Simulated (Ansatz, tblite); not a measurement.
Removing and adding an electron: H2Al(BH4) (AlBH6). Charge 0, multiplicity 1. Geometry: PBE0-D4/def2-TZVP. Ansatz, gas phase; energy differences of separate SCF runs; the oxidised species was run as a doublet alone; the reduced species was run as a doublet alone.

```xyz
8

Al   -0.258    1.080    0.248
H     0.845   -0.232    0.622
B     0.232   -0.974   -0.223
H    -0.705   -0.286   -0.759
H     0.460    2.195   -0.602
H    -1.299    1.298    1.408
H    -0.289   -1.852    0.397
H     1.014   -1.229   -1.091
```

The xTB rows come from tblite. Correlated methods freeze 6 core orbitals. In CCSD on the charge 1 doublet the largest single amplitude is 0.18, so its Hartree–Fock determinant may place the open shell otherwise than the density functionals do.

| level | −HOMO (eV) | vertical IE (eV) | −LUMO (eV) | vertical EA (eV) | HOMO–LUMO gap (eV) | IE − EA (eV) | remarks |
| --- | --- | --- | --- | --- | --- | --- | --- |
| GFN2-xTB | 11.28 | 14.22 | 6.18 | 2.96 | 5.10 | 11.26 | – |
| r2SCAN-D4/def2-TZVP | 7.85 | 10.84 | 1.73 | – | 6.11 | – | – |
| r2SCAN-D4/def2-TZVPD | 7.84 | – | 1.73 | -0.12 | 6.11 | – | HOMO above zero (-1 doublet) |
| PBE0-D4/def2-TZVP | 8.82 | 11.10 | 1.31 | – | 7.52 | – | – |
| PBE0-D4/def2-TZVPD | 8.82 | – | 1.31 | -0.18 | 7.51 | – | HOMO above zero (-1 doublet) |
| MP2/def2-TZVPD | – | – | – | -0.56 | – | – | HOMO above zero (-1 doublet) |
| CCSD/def2-TZVPD | – | – | – | -0.51 | – | – | HOMO above zero (-1 doublet) |

Q: Estimate the rows for GFN1-xTB, HF/def2-TZVPD, PBE-D4/def2-TZVP, PBE-D4/def2-TZVPD, CCSD/def2-TZVPP, CCSD(T)/def2-TZVPD, CCSD(T)/def2-TZVPP.

A: 
| level | −HOMO (eV) | vertical IE (eV) | −LUMO (eV) | vertical EA (eV) | HOMO–LUMO gap (eV) | IE − EA (eV) | remarks |
| --- | --- | --- | --- | --- | --- | --- | --- |
| GFN1-xTB | 12.25 | 15.27 | 5.59 | 2.53 | 6.66 | 12.73 | – |
| HF/def2-TZVPD | – | – | – | -1.07 | – | – | HOMO above zero (-1 doublet) |
| PBE-D4/def2-TZVP | 7.52 | 10.66 | 2.11 | – | 5.41 | – | – |
| PBE-D4/def2-TZVPD | 7.53 | – | 2.12 | -0.09 | 5.40 | – | HOMO above zero (-1 doublet) |
| CCSD/def2-TZVPP | – | 11.65 | – | – | – | – | large T1 (0.046) (+1 doublet), spin-contaminated (⟨S²⟩ 0.84) (+1 doublet) |
| CCSD(T)/def2-TZVPD | – | – | – | -0.45 | – | – | HOMO above zero (-1 doublet) |
| CCSD(T)/def2-TZVPP | – | 11.61 | – | – | – | – | large T1 (0.046) (+1 doublet), spin-contaminated (⟨S²⟩ 0.84) (+1 doublet) |

Run but left out: HF/def2-TZVPP, MP2/def2-TZVPP (charge +1 doublet: a determinant that CCSD turns far, T1 0.046).   A HOMO above zero means that the electron is unbound at that level or that self-interaction error raises the level; the energy of removing that electron tells which. Raw xTB energy differences between charge states are shifted by several eV; the methods need an empirical correction for them. A negative affinity means that the extra electron isn't bound; its size then hangs on the basis.
